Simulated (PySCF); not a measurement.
Species: PH4 (charge +1).
Hydrogens: H2, H3, H4, H5 on P1.

A GFN2-xTB structure was refined with PBE0-D3(BJ)/def2-SVP geometry optimisation, gas phase in PySCF 2.14.0. Its GFN2-xTB values:

| coordinate | GFN2-xTB |
| --- | --- |
| P1–H2 | 1.380 Å |
| P1–H3 | 1.344 Å |
| H2–P1–H3 | 110.1° |

**Question.** How do these coordinates change at the PBE0-D3(BJ)/def2-SVP level?

**Answer.** 
| coordinate | PBE0-D3(BJ)/def2-SVP (Å or °) | change |
| --- | --- | --- |
| P1–H3 | 1.409 | +0.065 |
| P1–H2 | 1.409 | +0.029 |
| H2–P1–H3 | 109.5 | -0.6 |

The energy falls by 2.2 kcal/mol over 4 energy and gradient evaluations, the largest force component goes from 0.0290 to 6.5e-05 Eh/bohr, and the atoms move by 0.039 Å rms after alignment. The bond that changes most is P1–H3 (phosphonium phosphorus to P–H hydrogen), which lengthens by 0.065 Å. Bonds longer at the end by more than 0.005 Å: 4 of 4; shorter: 0.

The run used 38 basis functions and 21 SCF cycles in all. Time: 1.2 s wall; peak memory 0.24 GiB. Hardware: one thread, Arm Neoverse V2 (aarch64), on a shared host.

Whether it is a minimum is left open (no frequencies).
